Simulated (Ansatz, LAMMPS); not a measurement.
## Rock-salt SrO, bulk modulus

Reference value: 91 GPa (measured, 300 K, not corrected to a static lattice; as tabulated in Santana et al. (2016), arXiv:1608.06321).

Task: Put these levels in order of the bulk modulus that they give for rock-salt SrO, smallest first: PBE (Ansatz, an electronic-structure program), ionic model pedone2006 (rigid ions, LAMMPS), r²SCAN (Ansatz), r²SCAN0 (Ansatz).

Result: ionic model pedone2006 (76.0 GPa), PBE (84.6 GPa), r²SCAN (93.6 GPa), r²SCAN0 (98.5 GPa)

Unless a cell is named, each level is at its own relaxed cell (ionic model pedone2006 17.03, PBE 17.52, r²SCAN 17.17, r²SCAN0 16.94 Å³/atom).

Differences against the reference: ionic model pedone2006 -16.5 %, PBE -7.0 %, r²SCAN +2.9 %, r²SCAN0 +8.2 %.

The measured value isn't corrected to a static lattice, so vibrations enter the comparison. A static lattice is as a rule stiffer than a warm one, by over a tenth in soft solids.  Each level is taken at its own relaxed cell. Cutoffs and k meshes differ between the levels. Ansatz's density-functional and Hartree–Fock values are scalar-relativistic unless marked +SOC, with PAW data made under PBE.

Empirical potentials (ionic model pedone2006) are fitted to chosen data: where that held the value shown, agreement is built in, and what lay outside the fit can be far off.

Differences are worked out from the printed values.
